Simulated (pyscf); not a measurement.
**Four-centre exchange: Cl–GeH₂–Cl + NH₃ → H₂N–GeH(Cl)–Cl + H₂**

Gas phase, singlet surface, charge 0. Bonds broken: Ge2–H4, N6–H7. Bonds formed: Ge2–N6, H4–H7. Single points on ωB97X-D3(BJ)/def2-SVP structures (PySCF, gas phase).

Transition state (Å):

```xyz
9

Cl     1.1865     2.1267    -0.0379
Ge     0.0026     0.2807    -0.2942
Cl     1.5795    -1.1691    -0.2731
H     -1.2862    -1.1634    -0.0827
H     -0.7543     0.6359    -1.5653
N     -0.8905     0.3928     1.4373
H     -1.4346    -0.5628     0.8379
H     -0.2781     0.0678     2.1902
H     -1.2989     1.2927     1.7038
```

One imaginary mode, 1600i cm⁻¹; descent along it reached the two sides named, in the forms told below.

| bond | change | reactant side (Å) | saddle | product side |
|---|---|---|---|---|
| Ge2–H4 | breaks | 1.521 | 1.947 | 4.4 |
| N6–H7 | breaks | 1.021 | 1.252 | 2.6 |
| Ge2–N6 | forms | 2.591 | 1.951 | 1.808 |
| H4–H7 | forms | 3.1 | 1.109 | 0.762 |

Electronic energies relative to the separated reactants (kcal/mol):

| level | barrier | reaction energy | reverse barrier |
|---|---|---|---|
| ωB97X-D3(BJ)/def2-TZVP | 42.7 | -1.1 | 43.9 |
| PBE/def2-TZVP | 38.7 | +1.0 | 37.6 |
| r²SCAN/def2-TZVP | 39.7 | -0.8 | 40.5 |
| B3LYP-D3(BJ)/def2-TZVP | 42.7 | 0.0 | 42.7 |
| PBE0-D3(BJ)/def2-TZVP | 39.9 | +0.5 | 39.4 |
| M06-2X/def2-TZVP | 41.3 | -3.9 | 45.2 |
| ωB97M-D3(BJ)/def2-TZVP | 43.8 | +0.5 | 43.3 |
| HF/def2-TZVP | 62.1 | +3.0 | 59.1 |

With ωB97M-D3(BJ)/def2-TZVP energies and thermal terms (ideal gas, 1 atm, RRHO with modes under 100 cm⁻¹ raised to 100, one conformer, R ln 2 for chiral ones without a mode under 150 cm⁻¹), in kcal/mol:

```tsv
T (K)	ΔH‡	ΔG‡	ΔH	ΔG
298	41.4	51.8	-2.8	-1.4
600	41.8	62.3	-1.3	-0.6
900	42.6	72.4	-0.1	-0.5
1200	43.6	82.1	+0.7	-0.8
```

On the reactant side the descent ends in a complex, 7.7 kcal/mol under the separated species and 50.5 kcal/mol under the saddle at ωB97X-D3(BJ)/def2-TZVP. At the saddle there is also a short Ge–H contact that neither side keeps. The same reactants have a lower exit, to HCl + H₂N–GeH₂–Cl (highest point, the separated products, at +13.5 kcal/mol at ωB97M-D3(BJ), against +43.8 kcal/mol here). This is the saddle that the search found; another between the same sides may lie lower. Elements up to Kr have no core potential and no relativistic terms here.
